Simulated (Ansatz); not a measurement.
**1T (CdI2-type) HfS2**

Level of theory: PBE-D4 (PAW; Ansatz, an electronic-structure program).

Cell: relaxed at this level.

| Quantity | Value |
|---|---|
| interlayer binding energy | 17.3 meV/Å² |
| layer repeat distance | 5.861 Å |
| gap between the layers | 2.953 Å |

Spin–orbit coupling is not included.

Computed values are for the static lattice.

Cost on a shared machine: roughly 70 core-seconds.
